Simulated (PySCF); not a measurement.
## Ionisation energy of B by level of theory

B [He] 2s2 2p1 (2P) → B⁺ [He] 2s2 (1S), as a difference of total energies. Calculation: PySCF 2.14, in aug-cc-pVDZ (4s3p2d, 23 functions); no relativity, point nucleus. Correlated levels: valence: 1s2 frozen. The calculations carry no spin-orbit coupling.

```
           method  ionisation energy (eV)
              UHF                   8.043
            M06-L                   8.638
SCS-MP2 (valence)                   8.127
   CCSD (valence)                   8.068
CCSD(T) (valence)                   8.093
```

Q: Estimate what MP2 (valence) gives.

A: 8.163 eV, closest to SCS-MP2 (valence) among the rows shown.

Q: Estimate what PBE0 gives.

A: 8.663 eV, closest to M06-L among the rows shown.

Errors of the correlated levels include the incompleteness of this basis and the frozen core.

The coupled-cluster amplitudes are large for B⁺ (T1 above 0.03 or a double amplitude above 0.15), so a single reference is strained.

For comparison: 8.297 eV (measured; NIST levels, between the centres of gravity of the two terms).
